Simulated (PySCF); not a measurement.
# [C4H6FO]-: core ionisation energies

C₄H₆FO (charge -1).
Atom-mapped SMILES: `[CH3:1]/[C:2]([O-:3])=[C:4](\[CH3:5])[F:6]`

The calculation used delta-SCF UKS SCAN, pcX-2 on the ionised atom, pcseg-1 elsewhere, spin-free X2C in PySCF 2.14.0. Each binding energy is the total energy of the core-ionised species, with the hole localised on one atom, minus that of the ground state; both are solved self-consistently, so orbital relaxation is included.

Question: List the computed XPS lines with their assignment.

Answer: 
```json
{"atom(s)": "C1", "environment": "allylic carbon", "level": "C 1s", "binding energy (eV)": "285.64", "above the level's lowest (eV)": "+0.37", "count": "1"}
{"atom(s)": "C2", "environment": "vinylic carbon bearing oxygen", "level": "C 1s", "binding energy (eV)": "285.79", "above the level's lowest (eV)": "+0.52", "count": "1"}
{"atom(s)": "O3", "environment": "enolate oxygen", "level": "O 1s", "binding energy (eV)": "529.68", "above the level's lowest (eV)": "0.00", "count": "1"}
{"atom(s)": "C4", "environment": "carbon bonded to 2 C and F", "level": "C 1s", "binding energy (eV)": "285.27", "above the level's lowest (eV)": "0.00", "count": "1"}
{"atom(s)": "C5", "environment": "allylic carbon", "level": "C 1s", "binding energy (eV)": "286.30", "above the level's lowest (eV)": "+1.03", "count": "1"}
{"atom(s)": "F6", "environment": "vinyl fluorine", "level": "F 1s", "binding energy (eV)": "686.34", "above the level's lowest (eV)": "0.00", "count": "1"}
```

Lowest listed C 1s: C4, bonded to F, C (double bond) and C. Highest, 1.03 eV above it: C5, bonded to C and 3 H. The widest gap between neighbouring values is 0.51 eV, between 285.79 and 286.30 eV.

Question: Which photon wavelength matches the F 1s of F6 threshold?

Answer: λ = hc/E = 12398.42 eV Å / 686.34 eV = 18.065 Å.

Question: Which photon energy gives electrons from F 1s of F6 a kinetic energy of 150 eV, and what is their de Broglie wavelength?

Answer: hν = 686.34 + 150 = 836.34 eV, recoil neglected; λ = 12.264 Å/√(E/eV) = 1.00 Å.

The unrestricted hole states depart most from a pure doublet (⟨S²⟩ = 0.75; over 0.85 named) for C 1s of C2 (0.91), which makes this value less certain. The species carries charge -1, so core ionisation leaves a neutral species. The basis sets have no added diffuse functions. Geometry: GFN2-xTB; no solvent, vibrations or thermal averaging.

The run took 58 s wall on one thread, Arm Neoverse V1 (shared host).
